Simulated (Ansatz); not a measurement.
Wavefunction ladder for C₅H₈O (`C=C(C=O)CC`)

Cartesian coordinates in Å:
```
C -1.419 0.535 -1.125
C -0.495 0.509 -0.164
C 0.284 1.745 0.047
O 1.121 1.885 0.902
C -0.194 -0.670 0.704
C 1.110 -1.361 0.314
H -2.051 -0.319 -1.341
H -1.569 1.426 -1.726
H 0.034 2.572 -0.651
H -0.117 -0.327 1.740
H -1.025 -1.378 0.652
H 1.062 -1.736 -0.712
H 1.952 -0.672 0.388
H 1.308 -2.207 0.975
```

Total charge 0; spin multiplicity 1. Geometry: relaxed with PBE0-D4/def2-TZVP. It is one conformer, not always the lowest. Frozen core, restricted reference, the Gaussian-basis code of Ansatz. CBS rows extrapolate triple and quadruple zeta; past MP2 they add the triple-zeta difference.

| basis | HF (Eh) | MP2 corr. | CCSD corr. | (T) | CCSD(T) total |
| --- | --- | --- | --- | --- | --- |
| def2-SVP | -268.63783 | -0.86082 | -0.91656 | -0.03187 | -269.58626 |
| def2-TZVPP | -268.94298 | -1.05581 | -1.09702 | -0.04887 | -270.08887 |
| def2-QZVPP | -268.95515 | -1.12629 | – | – | – |
| CBS(def2) | -268.95682 | -1.17850 | -1.21972 | as TZ | -270.22541 |
